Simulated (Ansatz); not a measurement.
Two isomers of C3H5NO: A = `COC1=NC1`, B = `NC1=C(O)C1`.

Gas-phase electronic energies from Ansatz, PBE0-D4/def2-TZVP geometries. CCSD(T)/CBS is the MP2 limit (def2-TZVPP, def2-QZVPP) plus CCSD(T) − MP2 in def2-TZVPP, frozen cores. DFT in def2-TZVPP. One conformer a species, not always the lowest.

A:

Z-matrix (Å, degrees):
```
C
O 1 1.433
H 1 1.091 2 110.1
H 1 1.087 2 106.1 3 119.6
H 1 1.091 2 110.1 3 -120.8
C 2 1.306 1 113.3 3 60.6
C 6 1.422 2 147.1 1 180.0
N 6 1.249 2 141.9 1 0.0
H 7 1.087 6 120.8 2 80.2
H 7 1.087 6 120.8 2 -80.1
```

B:

```xyz
10

N    -0.4134    1.2361   -1.3266
C    -0.1219    0.2747   -0.3942
C    -0.3986   -0.4924    0.6026
O    -1.3109   -0.9518    1.4745
C     1.0520   -0.2684    0.3795
H    -1.3880    1.2729   -1.5855
H     0.1829    1.2090   -2.1402
H    -0.8961   -1.6303    2.0141
H     1.6198    0.4052    1.0370
H     1.6743   -1.0549   -0.0613
```

Problem. Which is lower in electronic energy at CCSD(T)/CBS, and by how much? (An estimate is asked.)

Solution. Ansatz gave: A, by 8.6 kcal/mol.

Problem. Give E(B) − E(A) in kcal/mol with r2SCAN-D4, PBE0-D4, HF/def2-TZVPP, CCSD(T)/def2-SVP, MP2/def2-TZVPP, CCSD(T)/def2-TZVPP, ωB97M-V. (Estimate.)

Solution. Ansatz gave: r2SCAN-D4 8.2, PBE0-D4 5.5, HF/def2-TZVPP 12.7, CCSD(T)/def2-SVP 12.1, MP2/def2-TZVPP 8.9, CCSD(T)/def2-TZVPP 10.6, ωB97M-V 8.5. None reverses the order clearly.

Problem. Does the order hold for the free energy at 298.15 K (harmonic terms from PBE0-D4)? (Estimate.)

Solution. Ansatz gave: Yes: G(B) − G(A) = +8.5 kcal/mol, for one conformer each.

Largest T1 diagnostic: 0.013.

In def2-TZVPP, CCSD(T) changes the Hartree–Fock value by −2.1 kcal/mol (the triples alone add +0.4 kcal/mol) and MP2 by −3.8 kcal/mol. At CCSD(T), def2-SVP lies +3.5 kcal/mol from the extrapolated value and def2-TZVPP +2.0 kcal/mol.
